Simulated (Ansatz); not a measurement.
`N/C=C(\N)C=O` at its PBE0-D4/def2-TZVP geometry, where that method's forces vanish. Charge 0, multiplicity 1.

```
atom   x (Å)   y (Å)   z (Å)
  N1  -0.757  -0.035   1.829
  C2   0.252   0.204   0.983
  C3   0.177   0.012  -0.358
  N4  -1.052  -0.465  -0.907
  C5   1.332   0.296  -1.183
  O6   2.410   0.706  -0.803
  H7  -1.632  -0.343   1.437
  H8  -0.685   0.160   2.808
  H9   1.185   0.566   1.401
 H10  -1.436   0.168  -1.597
 H11  -0.953  -1.373  -1.343
 H12   1.158   0.103  -2.268
```

**Question.** For each bond, give half the difference of the two atoms' forces along it (eV/Å; positive pushes the atoms apart) under PBE-D4, r2SCAN-D4, B3LYP-D4, ωB97M-V in def2-TZVPP. (An estimate is asked.)

**Answer.** Computed: 
| bond | length (Å) | PBE-D4 | r2SCAN-D4 | B3LYP-D4 | ωB97M-V |
| --- | --- | --- | --- | --- | --- |
| N1–C2 | 1.337 | 0.07 | 0.12 | 0.24 | 0.38 |
| N1–H7 | 1.007 | 0.19 | -0.03 | -0.06 | -0.12 |
| N1–H8 | 1.001 | 0.12 | -0.04 | -0.06 | -0.10 |
| C2–C3 | 1.357 | 0.30 | 0.15 | -0.05 | -0.33 |
| C2–H9 | 1.085 | -0.02 | -0.12 | -0.17 | -0.14 |
| C3–N4 | 1.428 | 0.02 | 0.13 | 0.22 | 0.27 |
| C3–C5 | 1.448 | -0.36 | -0.21 | -0.08 | 0.17 |
| N4–H10 | 1.012 | 0.23 | 0.00 | -0.05 | -0.10 |
| N4–H11 | 1.012 | 0.23 | 0.00 | -0.05 | -0.10 |
| C5–O6 | 1.215 | 1.02 | 0.46 | 0.31 | 0.00 |
| C5–H12 | 1.116 | -0.04 | -0.06 | -0.16 | -0.16 |

B3LYP here is the variant with VWN-RPA as its local correlation; programs differ in this.
